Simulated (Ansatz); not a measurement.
**Chalcopyrite CdGeAs2**

The numbers are results of BLYP in Ansatz (PAW), not measurements.

Numerical settings: plane-wave cutoff 520 eV, 8×8×8 k mesh, Fermi–Dirac smearing 0.01 eV, scalar-relativistic PAW data made under PBE.

Cell: relaxed at this level.

```json
{
  "volume_per_atom": "28.02 Å³/atom",
  "bulk_modulus": "42.9 GPa",
  "equilibrium_lattice_constant_a": "6.169 Å",
  "c axis length": "11.778 Å",
  "band_gap": "zero (no gap)",
  "pressure derivative B′ of the bulk modulus": "4.7"
}
```

Measured, for comparison: band gap 0.57 eV (temperature not stated, not corrected to a static lattice, direct; as tabulated in Rashkeev et al. (1999), arXiv:cond-mat/9809378); bulk modulus 69.9 GPa (temperature not stated, not corrected to a static lattice; as tabulated in Toher et al. (2017), arXiv:1611.05714); lattice constant a 5.943 Å, lattice parameter c 11.216 Å (298 K, not corrected to a static lattice; as tabulated in Abstract on Scilit: Piezoelectric nonlinear optic CuGaSe2 and CdGeAs2: Crystal …). Computed (rounded) less measured: bulk modulus -39 %, lattice constant a +3.8 %, lattice parameter c +5.0 %.

Note: the cell is over a tenth larger than the published one: the level's own overestimate first of all, though another phase or state, or a fault of the published cell, is possible; the gap of the solid is closed in this run; this level leaves the solid without a gap, although one is measured; the bulk modulus comes from volumes at which shape and atoms were relaxed.

Spin–orbit coupling is not included.

The result took about 40 core-minutes (a rough figure).

Ansatz is a quantum-chemistry and plane-wave program.
